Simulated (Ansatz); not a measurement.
The input, for Ansatz 0.2.0:

```yaml
crystal:
  periodic: [false, false, false]
  atoms:
    - {symbol: Mo, position_ang: [0.000000, 0.000000, 0.000000]}
    - {symbol: H, position_ang: [0.000000, 0.000000, 1.666200]}
basis:
  gaussian: {orbitals: def2-SVP}
total_charge: 1
magnetization: {spin_polarized: true, initial_magnetization: 4}
correlation: {method: ccsdt_q_b, electrons: outside_noble_gas}
```

```sh
$ ansatz run in.yaml --threads 1 --pin off --events-out ev --progress --plain --max-ram 2393MiB
```

Output:

```
616 factors; integrals over basis functions are off by at most 1.0e-7 eV
mean field evaluation 1: about -1843.9351 eV, gradient 1.3e1 eV
mean field evaluation 2: about -1843.9408 eV, gradient 1.3e1 eV
mean field evaluation 4: about -1844.7591 eV, gradient 1.6e0 eV
mean field evaluation 8: about -1844.8621 eV, gradient 2.7e-1 eV
mean field evaluation 16: about -1844.9439 eV, gradient 8.3e-1 eV
mean field evaluation 32: about -1845.8723 eV, gradient 1.9e-1 eV
mean field evaluation 64: about -1844.8656 eV, gradient 1.7e-4 eV
mean field evaluation 96: about -1845.8689 eV, gradient 4.6e-1 eV
mean field evaluation 128: about -1844.9469 eV, gradient 5.6e-3 eV
mean field evaluation 160: about -1842.8159 eV, gradient 6.6e0 eV
...
mean field -1845.87468946 eV, -67.8346436588 hartree, gradient 1.0e-6 eV, S^2 6.100285; 16 other end points of the search recorded, 0 dependent functions left out
determinant -1845.87468946 eV, -67.8346436588 hartree, with singles and doubles -1848.05325288 eV, -67.9147043879 hartree
determinant -1844.94688895 eV, -67.8005476189 hartree, with singles and doubles -1847.03598042 eV, -67.8773203146 hartree
determinant -1844.86563099 eV, -67.7975614440 hartree, with singles and doubles -1846.97895550 eV, -67.8752246872 hartree
determinant -1843.18258864 eV, -67.7357107784 hartree, with singles and doubles -1844.79140470 eV, -67.7948336783 hartree
4 core orbitals not correlated: weight in the atoms' cores, before any rotation towards them, 0.999 or more for the frozen orbitals, at most 0.000 for the correlated occupied ones
reference -1845.87468946 eV, -67.8346436588 hartree; 5, 1 occupied and 27, 31 virtual orbitals, 616 factors
second order -1.74882128 eV of doubles, -0.00000000 eV of singles
...
cycle  14  -2.24206628 eV  change    5.5e-5 eV  update   4.0e-5
cycle  15  -2.24207534 eV  change   -9.1e-6 eV  update   1.8e-5
cycle  16  -2.24208908 eV  change   -1.4e-5 eV  update   8.4e-6
cycle  17  -2.24209307 eV  change   -4.0e-6 eV  update   4.2e-6
cycle  18  -2.24209120 eV  change    1.9e-6 eV  update   2.2e-6
cycle  19  -2.24208883 eV  change    2.4e-6 eV  update   1.2e-6
cycle  20  -2.24208791 eV  change    9.2e-7 eV  update   7.1e-7
cycle  21  -2.24208757 eV  change    3.5e-7 eV  update   5.4e-7
cycle  22  -2.24208717 eV  change    4.0e-7 eV  update   4.4e-7
cycle  23  -2.24208664 eV  change    5.3e-7 eV  update   2.8e-7
perturbative correction -0.00080056 eV, -0.0000294201 hartree
Total energy: -1848.11757665 eV, -67.9170682430 hartree
```

Ran on 1 thread of Arm Neoverse V2, shared host: 4.8 s wall, 0.13 GiB peak host memory.
